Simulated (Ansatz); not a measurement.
## Computed against measured: atomisation enthalpy at 298 K

8 molecules with open shells; the atomisation enthalpy at 298 K in kJ/mol, computed less measured. Shapes, held fixed at every level: PBE0-D4/def2-TZVP. Flexible molecules stand in one conformer, not always the lowest. Thermal terms are harmonic and unscaled (PBE0-D4/def2-TZVP); the spin-orbit lowering of the free atoms is taken from their spectra. Programs: Ansatz 0.2.0. Measured values: Active Thermochemical Tables.

Levels: A = HF/STO-3G; B = HF/def2-SVP; C = HF/def2-TZVPP; D = B3LYP-D4/def2-TZVPP; E = PBE0-D4/def2-TZVPP.

```tsv
molecule	from tabulated heats	A	B	C	D	E
N2H (dinitrogen monohydride)	913	-725	-505	-500	+35	+15
C2HO (ethynyloxy radical)	1723	-654	-569	-588	+19	+36
CH2N (SMILES C=[N])	1387	-404	-446	-455	+24	+15
CH3O (hydroxymethyl radical)	1636	-375	-495	-505	+7	+5
N2H3 (hydrazinyl radical)	1374	-653	-619	-614	+42	+19
C3H3 (propargyl radical)	2453	-358	-612	-646	+17	+37
C3H3 (cyclopropenyl radical)	2318	-395	-628	-667	+11	+54
C2H5O (ethoxy radical)	2784	-289	-722	-753	+19	+26
```

(1) Which level does best on this set, which worst, and which err to one side?

Results:

(1) 
```tsv
level	kind	mean error	mean absolute error	worst case
HF/STO-3G	Hartree–Fock	-481.6	481.6	N2H
HF/def2-SVP	Hartree–Fock	-574.5	574.5	C2H5O
HF/def2-TZVPP	Hartree–Fock	-591.0	591.0	C2H5O
B3LYP-D4/def2-TZVPP	global hybrid	+21.8	21.8	N2H3
PBE0-D4/def2-TZVPP	global hybrid	+25.9	25.9	C3H3 (cyclopropenyl radical)
```

On this set B3LYP-D4/def2-TZVPP has the smallest mean absolute error and HF/def2-TZVPP the largest. HF/STO-3G is too low in 8 of 8; HF/def2-SVP is too low in 8 of 8; HF/def2-TZVPP is too low in 8 of 8; B3LYP-D4/def2-TZVPP is too high in 8 of 8; PBE0-D4/def2-TZVPP is too high in 8 of 8. Heats of the atoms come from ATcT where it has them. The levels differ in basis as well as in method. The largest two are near a tie. Hartree–Fock lacks correlation and underbinds. Spin contamination: N2H (⟨S²⟩ up to 0.92), C2HO (⟨S²⟩ up to 1.18), CH2N (⟨S²⟩ up to 1.06), C3H3 (propargyl radical) (⟨S²⟩ up to 1.14), C3H3 (cyclopropenyl radical) (⟨S²⟩ up to 0.90). Open shells run unrestricted. The set is small.
